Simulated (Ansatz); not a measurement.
**BH₂O (doublet): wave-function methods side by side at distance O2–H4 = 1.179 Å, cc-pVDZ**

How much of the correlation energy of BH₂O (doublet) does each wave-function method recover here?

Computed with Ansatz 0.2.0, Gaussian basis. Level: cc-pVDZ, core rule «outside noble gas», up to 2 orbitals frozen.

The runs, in order: UHF; CCSD(T) on ROHF; CCSD(T) on UHF; BCCD(T) on ROHF; CISD; CCSDT(Q) on ROHF; CCSDT(Q) on UHF; CASSCF and MRCISD+Q, 3 electrons in 3 orbitals; CASSCF and NEVPT2, 3 electrons in 3 orbitals.

39 further runs of the same task are left out: 12 for a known fault of the program, 3 for a mislabelled method, 19 that didn't finish, 5 set aside as unsound or not needed.

**1. The system**

The geometry derives from a PBE0/def2-TZVP stationary point (not a proven minimum). One bond is set to the value named and the two fragments are kept rigid.

4 atoms, charge 0, spin multiplicity 2.

Atoms are counted from 1 here; the program's logs count them from 0.

Bond lengths: B1–O2 1.333 Å, B1–H3 1.201 Å, O2–H4 1.179 Å. Angles: O2–B1–H3 121.0°, B1–O2–H4 114.7°.

As a file:

```
B     0.00000   -0.23280    0.74666
O     0.00000    0.16636   -0.52523
H     0.00000    0.56460    1.64431
H     0.00000   -0.70832   -1.31578
```

**2. UHF**

Input file in.yaml:

```yaml
crystal:
  periodic: [false, false, false]
  atoms:
    - {symbol: B, position_ang: [0.000000, -0.232800, 0.746662]}
    - {symbol: O, position_ang: [0.000000, 0.166360, -0.525226]}
    - {symbol: H, position_ang: [0.000000, 0.564601, 1.644309]}
    - {symbol: H, position_ang: [0.000000, -0.708323, -1.315777]}
basis:
  gaussian: {orbitals: cc-pVDZ}
magnetization: {spin_polarized: true, initial_magnetization: 1}
hamiltonian: {xc: hf}
output: {orbitals: {seedname: orbitals}}
```

Run with:

```console
$ ansatz run in.yaml --threads 1 --pin off --events-out ev --progress --plain --max-ram 2393MiB
```

The runs that follow: CCSD(T) on ROHF; CCSD(T) on UHF; BCCD(T) on ROHF; CISD; CCSDT(Q) on ROHF; CCSDT(Q) on UHF; CASSCF and MRCISD+Q, 3 electrons in 3 orbitals; CASSCF and NEVPT2, 3 electrons in 3 orbitals.

Q: Predict the results of all the runs planned. Wanted: UCCSDT(Q) below the RHF energy; RMP2 from UCCSDT(Q); UMP2 from UCCSDT(Q); RCCSD from UCCSDT(Q); RCCSD(T) from UCCSDT(Q); UCCSD(T) from UCCSDT(Q); RCCSDT(Q) from UCCSDT(Q); NEVPT2 pair from UCCSDT(Q); MRCISD+Q pair from UCCSDT(Q).

The runs gave:

```
                         quantity                                                   value
   UCCSDT(Q) below the RHF energy                                              -7.9013 eV
              RMP2 from UCCSDT(Q)                                            +68.2 kJ/mol
              UMP2 from UCCSDT(Q)                                            +67.6 kJ/mol
             RCCSD from UCCSDT(Q)                                            +22.9 kJ/mol
          RCCSD(T) from UCCSDT(Q)                                             +3.7 kJ/mol
          UCCSD(T) from UCCSDT(Q)                                             +3.7 kJ/mol
         RCCSDT(Q) from UCCSDT(Q)                                             +0.3 kJ/mol
       NEVPT2 pair from UCCSDT(Q)                                            +66.0 kJ/mol
     MRCISD+Q pair from UCCSDT(Q)                                            +11.2 kJ/mol
levels within 1 kcal/mol (43 meV)  RCCSD(T), UCCSD(T), BCCD(T), RCCSDT, UCCSDT, RCCSDT(Q)
                    T1 diagnostic                                                   0.021
```

What this shows: RCCSD(T) misses by +3.7 kJ/mol, 0.5 % of the correlation energy. Of the multireference levels listed MRCISD+Q pair comes nearest in total energy (+11.2 kJ/mol), which doesn't show that its space is the better one. These misses are within one basis, not against nature; the frozen cores of restricted and unrestricted runs differ, which can shift their rows.
